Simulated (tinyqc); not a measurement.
Inside a calculation. Method: MP2 on RHF in the sto-3g basis, frozen core, for H2O, spin multiplicity 1. One step of it, computed by the program tinyqc.

Question. Iteration 8 (converged): orbitals. Diagonalise F' = X^T F X, C = X C', fill 5 alpha and 5 beta electrons from the bottom; D = 2 C_occ C_occ^T. Each column has its largest component positive (the first on a tie).

converged F (hartree):
```
             1O 1s      1O 2s     1O 2px     1O 2py     1O 2pz      2H 1s      3H 1s
1O 1s   -20.241687  -5.161936   0.000000   0.000000  -0.026004  -0.901243  -0.901243
1O 2s    -5.161936  -2.409543   0.000000   0.000000  -0.076747  -0.832658  -0.832658
1O 2px    0.000000   0.000000  -0.382586   0.000000   0.000000   0.000000   0.000000
1O 2py    0.000000   0.000000   0.000000  -0.245298   0.000000  -0.375046   0.375046
1O 2pz   -0.026004  -0.076747   0.000000   0.000000  -0.282842  -0.312386  -0.312386
2H 1s    -0.901243  -0.832658   0.000000  -0.375046  -0.312386  -0.436197  -0.249894
3H 1s    -0.901243  -0.832658   0.000000   0.375046  -0.312386  -0.249894  -0.436197
```

X:
```
                1          2          3         4          5          6         7
1O 1s   -0.342005   0.000000   0.737343  0.000000  -0.612561   0.000000  0.178982
1O 2s    1.068049   0.000000  -0.278138  0.000000  -0.289143   0.000000  0.451113
1O 2px   0.000000   0.000000   0.000000  1.000000   0.000000   0.000000  0.000000
1O 2py   0.000000   0.890554   0.000000  0.000000   0.000000   0.674542  0.000000
1O 2pz   0.464301   0.000000   0.660676  0.000000   0.642670   0.000000  0.198081
2H 1s   -0.672612  -0.778188  -0.180258  0.000000   0.147985   0.385971  0.381028
3H 1s   -0.672612   0.778188  -0.180258  0.000000   0.147985  -0.385971  0.381028
```

Give: F' = X^T F X; orbital energies; coefficients C; D after iteration 8.

Answer.

F' = X^T F X (hartree):
```
         1       2        3        4        5        6        7
1  -0.1412  0.0000   2.0855   0.0000  -1.6182   0.0000   0.4329
2   0.0000  0.6195   0.0000   0.0000   0.0000   0.1005   0.0000
3   2.0855  0.0000  -8.7782   0.0000   8.7102   0.0000  -4.0686
4   0.0000  0.0000   0.0000  -0.3826   0.0000   0.0000   0.0000
5  -1.6182  0.0000   8.7102   0.0000  -9.3727   0.0000   4.3700
6   0.0000  0.1005   0.0000   0.0000   0.0000  -0.5577   0.0000
7   0.4329  0.0000  -4.0686   0.0000   4.3700   0.0000  -3.1109
```

orbital energies (hartree): MO1 -20.2501, MO2 -1.2115, MO3 -0.5662, MO4 -0.4251, MO5 -0.3826, MO6 0.4837, MO7 0.6280

coefficients C:
```
            MO1      MO2      MO3      MO4     MO5      MO6      MO7
1O 1s    0.9944  -0.2382   0.0000   0.0927  0.0000   0.1174   0.0000
1O 2s    0.0245   0.8778   0.0000  -0.4771  0.0000  -0.7117   0.0000
1O 2px   0.0000   0.0000   0.0000   0.0000  1.0000   0.0000   0.0000
1O 2py   0.0000   0.0000   0.5969   0.0000  0.0000   0.0000   0.9443
1O 2pz   0.0032   0.0882   0.0000   0.7697  0.0000  -0.7100   0.0000
2H 1s   -0.0048   0.1480   0.4503   0.3159  0.0000   0.7282  -0.7428
3H 1s   -0.0048   0.1480  -0.4503   0.3159  0.0000   0.7282   0.7428
```

D after iteration 8:
```
          1O 1s    1O 2s  1O 2px   1O 2py   1O 2pz    2H 1s    3H 1s
1O 1s    2.1083  -0.4579  0.0000   0.0000   0.1069  -0.0216  -0.0216
1O 2s   -0.4579   1.9973  0.0000   0.0000  -0.5794  -0.0418  -0.0418
1O 2px   0.0000   0.0000  2.0000   0.0000   0.0000   0.0000   0.0000
1O 2py   0.0000   0.0000  0.0000   0.7127   0.0000   0.5376  -0.5376
1O 2pz   0.1069  -0.5794  0.0000   0.0000   1.2003   0.5124   0.5124
2H 1s   -0.0216  -0.0418  0.0000   0.5376   0.5124   0.6491  -0.1620
3H 1s   -0.0216  -0.0418  0.0000  -0.5376   0.5124  -0.1620   0.6491
```
